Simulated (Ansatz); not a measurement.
# NO+ (triplet): the correlation ladder, def2-QZVPP

The task here is to estimate one member of a computed series from the others.

Program: Ansatz 0.2.0, Gaussian basis. Level of theory: def2-QZVPP, core rule «outside noble gas», up to 2 orbitals frozen. These are calculated values, not measurements.

Plan: UHF; ROHF; CCSD(T) on UHF.

## The geometry

The geometry is a PBE0/def2-TZVP stationary point (not a proven minimum) of the parent state, kept for this charge and spin.

2 atoms, charge 1, spin multiplicity 3.

Atoms are counted from 1 here; the program's logs count them from 0.

Bond lengths: N1–O2 1.403 Å.

Set-up of the first run:

in.yaml reads:

```yaml
crystal:
  periodic: [false, false, false]
  atoms:
    - {symbol: N, position_ang: [0.000000, 0.000000, 0.000000]}
    - {symbol: O, position_ang: [0.000000, 0.000000, 1.402844]}
basis:
  gaussian: {orbitals: "def2-QZVPP.json"}
total_charge: 1
magnetization: {spin_polarized: true, initial_magnetization: 2}
hamiltonian: {xc: hf}
output: {orbitals: {seedname: orbitals}}
```

Started as:

```
$ ansatz run in.yaml --threads 1 --pin off --events-out ev --progress --plain --max-ram 2393MiB
```

Steps of the session up to this table: UHF; ROHF; CCSD(T) on UHF.

One of the session's tables, all rows but one given; the rest of the session is left out.

It belongs to the step «Misses and costs». 

```
  method  from UCCSD(T) (kcal/mol)
    ROHF                   +258.99
     UHF                         ?
    UMP2                    +56.83
   UCCSD                    +15.16
UCCSD(T)                         0
```

Q: Estimate the row for UHF from the others.

The run gave: from UCCSD(T) (kcal/mol): +241.08. In the column «from UCCSD(T) (kcal/mol)» it lies between UMP2 (+56.83) and ROHF (+258.99).

The program flags UCCSD(T) as in doubt (see the logs), so the zero of the table is itself unsure.

Limits of these values: The determinant is far from a pure spin state, so its energy mixes those of several spin states (harmless only where they are near-degenerate, as at dissociation). The program flags UCCSD(T) as in doubt, so the zero of the table is itself unsure.
